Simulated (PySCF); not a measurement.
Consider silyl radical, `[SiH3]` (SiH3•, doublet). Coordinates in Å; atoms count from 1 in this order:
```
Si    0.0000    0.0035    0.3232
H    -0.5614    1.3090   -0.1369
H     1.4232   -0.1588   -0.1003
H    -0.8407   -1.1440   -0.1324
```

These are calculated values, ωB97X-D3(BJ)/ma-def2-TZVP in PySCF (grid level 2) at geometries from PBE0-D3(BJ)/ma-def2-SVP. The prefix ma- adds one diffuse s and one diffuse p function on all atoms but H. Thermal corrections: PBE0-D3(BJ)/ma-def2-SVP frequencies, unscaled, ideal gas at 298.15 K and 1 bar, quasi-RRHO entropy.

Q: What are the vertical and the adiabatic ionisation energy for forming the singlet cation?

A: 8.82 eV vertical and 8.11 eV adiabatic, the latter with zero-point energy.

---

Consider `BC` (CH5B). Atom numbers as in the mapped SMILES `[BH2:1][CH3:2]`.

Energies: ωB97X-D3(BJ)/ma-def2-TZVP (PySCF, density fitting, integration grid level 2) on PBE0-D3(BJ)/ma-def2-SVP structures. The prefix ma- adds one diffuse s and one diffuse p function on all atoms but H. Thermal corrections: PBE0-D3(BJ)/ma-def2-SVP frequencies, unscaled, ideal gas at 298.15 K and 1 bar, quasi-RRHO entropy.

Problem. What are the vertical and the adiabatic ionisation energy for forming the radical cation?

Solution. 11.96 eV vertical and 10.98 eV adiabatic, the latter with zero-point energy.

Problem. Where does the unpaired spin of the relaxed radical cation sit?

Solution. B1 (boron) 0.37, H (on B1) 0.28, H (on B1) 0.27 (intrinsic atomic orbital populations).

Problem. How far is −ε(HOMO) from the vertical value by ΔSCF?

Solution. −ε(HOMO) = 11.57 eV, which is 0.39 eV below the ΔSCF value.

---

Consider `[BH3-]F` ([BFH3]-). Non-hydrogen atoms are numbered in `[BH3-:1][F:2]`.

Computed at B3LYP-D3(BJ)/ma-def2-TZVP // PBE0-D3(BJ)/ma-def2-SVP with PySCF (density fitting, grid level 2). The prefix ma- adds one diffuse s and one diffuse p function on all atoms but H. Zero-point and thermal terms (298.15 K, 1 bar) come from unscaled PBE0-D3(BJ)/ma-def2-SVP harmonic frequencies, with soft modes damped to free rotors in the entropy.

Task: What are the vertical and the adiabatic detachment energy for forming the radical?

Result: 4.20 eV vertical and 3.19 eV adiabatic, the latter with zero-point energy.

Task: Where does the unpaired spin of the relaxed radical sit?

Result: B1 (boron) 0.38, H (on B1) 0.27, H (on B1) 0.27, F2 (fluorine) 0.10 (intrinsic atomic orbital populations).

Task: How far is −ε(HOMO) from the vertical value by ΔSCF?

Result: −ε(HOMO) = 1.47 eV, which is 2.73 eV below the ΔSCF value.
